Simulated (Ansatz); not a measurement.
# One shape, several levels: PF3 (phosphorus trifluoride)

Wanted: a comparison of 6 runs (PBE0/STO-3G, UPBE/STO-3G, UPBE0/STO-3G, r2SCAN/STO-3G, wB97M-V/STO-3G, MP2/STO-3G) of PF3 (phosphorus trifluoride). 

The calculation is run with Ansatz 0.2.0.

50 further runs of the same task are left out: 10 that didn't finish, 40 set aside as unsound or not needed.

### Step 1. The molecule

PF3: 4 atoms, total charge 0, spin state singlet. As SMILES, `FP(F)F`. The F3–P2 distance was set to 2.358 Å, away from the relaxed value. At this shape a bond of the SMILES string is far longer than usual.

Bond lengths: F1–P2 1.572 Å, P2–F4 1.572 Å. Angles: F1–P2–F4 97.6°. A long bond or contact: P2–F3 2.358 Å.

### Step 2. The energy at PBE0/STO-3G (run 1)

The input, molecule.yaml:

```yaml
crystal:
  periodic: [false, false, false]
  atoms:
    - symbol: F
      position_ang: [1.216622, -0.157621, 1.339126]
    - symbol: P
      position_ang: [0.084722, 0.820179, 0.856926]
    - symbol: F
      position_ang: [-1.061900, -0.696500, -0.536900]
    - symbol: F
      position_ang: [0.907222, 1.550779, -0.265374]
basis:
  gaussian:
    orbitals: STO-3G
magnetization:
  spin_polarized: false
hamiltonian:
  xc: pbe0
accuracy: high
```

Launch:

```bash
$ ansatz run molecule.yaml --threads 1 --pin off --max-ram 2610MiB --events-out events.jsonl --progress --plain --runs-dir runs
```

What it wrote:

```text
Warning: RAYON_NUM_THREADS=1 ignored (pool sized by the plan → 1); use --threads N
Functional definition: PBE0
  name "PBE0"
  parameter a = 0.25
  parameter kappa = 0.804
  parameter beta = 0.06672455060314922
  exchange = (1 - a)*pbe_x(kappa = kappa, mu = beta*pi^2/3) + a*exact_x
  correlation = pbe_c(beta = beta)
441 factors; integrals over basis functions are off by at most 2.4e-8 eV
mean field evaluation 1: about -17194.7711 eV, gradient 3.0e1 eV
mean field evaluation 2: about -16864.2755 eV, gradient 1.2e2 eV
mean field evaluation 4: about -17200.4905 eV, gradient 1.7e1 eV
mean field evaluation 8: about -17200.5035 eV, gradient 1.7e1 eV
mean field evaluation 16: about -17202.5313 eV, gradient 9.0e-7 eV
mean field -17202.53128298 eV, -632.1813643550 hartree, gradient 1.6e-8 eV, S^2 0.000000; 0 other end points of the search recorded, 0 dependent functions left out
reference -17202.53128372 eV, -632.1813643822 hartree; 21, 21 occupied and 3, 3 virtual orbitals, 441 factors
Total energy: -17202.53128372 eV, -632.1813643822 hartree
```

It took 1.6 s on 1 thread of Arm Neoverse V1, shared host; peak memory 0.098 GiB.

### Step 3. A single-point energy at UPBE/STO-3G (run 2)

The input, in.yaml:

```yaml
crystal:
  periodic: [false, false, false]
  atoms:
    - symbol: F
      position_ang: [1.216622, -0.157621, 1.339126]
    - symbol: P
      position_ang: [0.084722, 0.820179, 0.856926]
    - symbol: F
      position_ang: [-1.061900, -0.696500, -0.536900]
    - symbol: F
      position_ang: [0.907222, 1.550779, -0.265374]
basis:
  gaussian:
    orbitals: STO-3G
magnetization:
  spin_polarized: true
  initial_magnetization: 0
hamiltonian:
  xc: {name: PBE}
accuracy: high
```

Launch:

```bash
$ ansatz run in.yaml --threads 1 --pin off --max-ram 2610MiB --events-out events.jsonl --progress --plain --runs-dir runs
```

What it wrote:

```text
Warning: RAYON_NUM_THREADS=1 ignored (pool sized by the plan → 1); use --threads N
Functional definition: PBE
  name "PBE"
[... 2 set-up lines as earlier in the session ...]
  exchange = pbe_x(kappa = kappa, mu = beta*pi^2/3)
[... 1 set-up line as earlier in the session ...]
441 factors; integrals over basis functions are off by at most 2.4e-8 eV
mean field evaluation 1: about -17193.5131 eV, gradient 2.0e1 eV
mean field evaluation 2: about -16850.3838 eV, gradient 5.6e1 eV
mean field evaluation 4: about -17191.3055 eV, gradient 1.6e1 eV
mean field evaluation 8: about -17200.4878 eV, gradient 8.8e-4 eV
mean field evaluation 16: about -17200.4446 eV, gradient 1.5e0 eV
mean field evaluation 32: about -17200.4878 eV, gradient 7.1e-7 eV
mean field evaluation 64: about -17199.8799 eV, gradient 2.2e0 eV
mean field -17200.48784263 eV, -632.1062693072 hartree, gradient 3.2e-8 eV, S^2 0.001517; 8 other end points of the search recorded, 0 dependent functions left out
reference -17200.48784362 eV, -632.1062693435 hartree; 21, 21 occupied and 3, 3 virtual orbitals, 441 factors
Total energy: -17200.48784362 eV, -632.1062693435 hartree
```

Wall time 8.1 s (1 thread of Arm Neoverse V1, shared host); peak memory 0.14 GiB.

### Step 4. The energy at UPBE0/STO-3G (run 3)

The input, run.yaml:

```yaml
crystal:
  periodic: [false, false, false]
  atoms:
    - {symbol: F, position_ang: [1.216622, -0.157621, 1.339126]}
    - {symbol: P, position_ang: [0.084722, 0.820179, 0.856926]}
    - {symbol: F, position_ang: [-1.061900, -0.696500, -0.536900]}
    - {symbol: F, position_ang: [0.907222, 1.550779, -0.265374]}
basis:
  gaussian:
    orbitals: STO-3G
magnetization:
  spin_polarized: true
hamiltonian:
  xc: pbe0
accuracy: high
```

Launch:

```bash
$ ansatz run run.yaml --threads 1 --pin off --max-ram 2610MiB --events-out events.jsonl --progress --plain --runs-dir runs
```

What it wrote, cut to the lines that bear on the results:

```text
Warning: RAYON_NUM_THREADS=1 ignored (pool sized by the plan → 1); use --threads N
[... 7 set-up lines as earlier in the session ...]
441 factors; integrals over basis functions are off by at most 2.4e-8 eV
mean field evaluation 1: about -17194.7711 eV, gradient 2.1e1 eV
mean field evaluation 2: about -16864.2755 eV, gradient 8.5e1 eV
mean field evaluation 4: about -17200.4905 eV, gradient 1.2e1 eV
mean field evaluation 8: about -17200.5035 eV, gradient 1.2e1 eV
mean field evaluation 16: about -17202.5313 eV, gradient 2.2e-7 eV
mean field evaluation 32: about -17196.2404 eV, gradient 1.2e1 eV
mean field -17202.71481705 eV, -632.1881091075 hartree, gradient 1.9e-8 eV, S^2 0.449330; 4 other end points of the search recorded, 0 dependent functions left out
reference -17202.71481779 eV, -632.1881091350 hartree; 21, 21 occupied and 3, 3 virtual orbitals, 441 factors
Total energy: -17202.71481779 eV, -632.1881091350 hartree
```

Run time: 5.1 s. Hardware: 1 thread of Arm Neoverse V1, shared host; peak memory 0.14 GiB.

Runs 4 to 5 aren't shown in full; the table further down has their settings and results.

### Step 5. A single-point energy at MP2/STO-3G (run 6)

The input, molecule.yaml:

```yaml
crystal:
  periodic: [false, false, false]
  atoms:
    - {symbol: F, position_ang: [1.216622, -0.157621, 1.339126]}
    - {symbol: P, position_ang: [0.084722, 0.820179, 0.856926]}
    - {symbol: F, position_ang: [-1.061900, -0.696500, -0.536900]}
    - {symbol: F, position_ang: [0.907222, 1.550779, -0.265374]}
basis:
  gaussian:
    orbitals: STO-3G
correlation:
  method: mp2
  frozen_orbitals: {F: 1, P: 5}
accuracy: high
```

Launch:

```bash
$ ansatz run molecule.yaml --threads 1 --pin off --max-ram 2610MiB --events-out events.jsonl --progress --plain --runs-dir runs
```

What it wrote, cut to the lines that bear on the results:

```text
Warning: RAYON_NUM_THREADS=1 ignored (pool sized by the plan → 1); use --threads N
Functional definition: HF
  name "HF"
[...]
441 factors; integrals over basis functions are off by at most 2.4e-8 eV
[...]
mean field -17166.39903728 eV, -630.8535288167 hartree, gradient 2.9e-8 eV, S^2 0.000000; 1 other end points of the search recorded, 0 dependent functions left out; unrestricted orbitals would lower it
unrestricted determinant -17169.02828127 eV, -630.9501517514 hartree, S^2 0.8856
8 core orbitals not correlated: weight in the atoms' cores, before any rotation towards them, 1.000 or more for the frozen orbitals, at most 0.000 for the correlated occupied ones
reference -17166.39903728 eV, -630.8535288167 hartree; 13, 13 occupied and 3, 3 virtual orbitals, 441 factors
second order -3.57165518 eV of doubles, -0.00000000 eV of singles
Total energy: -17169.97069246 eV, -630.9847847236 hartree
```

Run time: 0.3 s. Hardware: 1 thread of Arm Neoverse V1, shared host.

### Step 6. The series

```tsv
run	level	frozen core orbitals	energy (Eh)	wall time
1	PBE0/STO-3G	–	-632.181364	1.6 s
2	UPBE/STO-3G	–	-632.106269	8.1 s
3	UPBE0/STO-3G	–	-632.188109	5.1 s
4	r2SCAN/STO-3G	–	-632.470066	3.9 s
5	wB97M-V/STO-3G	–	-632.582454	23 s
6	MP2/STO-3G	8	-630.984785	0.3 s
```

### Step 7. What came out

```
                                          quantity          value
                               run 6: total energy  -630.98478 Eh
run 6: correlation energy (8 core orbitals frozen)     -131.3 mEh
```

What this shows: Totals of different functionals can't be ranked against each other. In run 6 the log says that unrestricted orbitals would lower the reference, so the values rest on an unstable closed-shell determinant (other closed-shell runs at this shape may share the fault). In runs 1, 2, 3, 4, 5, 6 the basis is minimal, so the values are rough. Spin contamination of the reference: run 3 ⟨S²⟩ = 0.45. All runs together took 42 s, the longest 23 s.
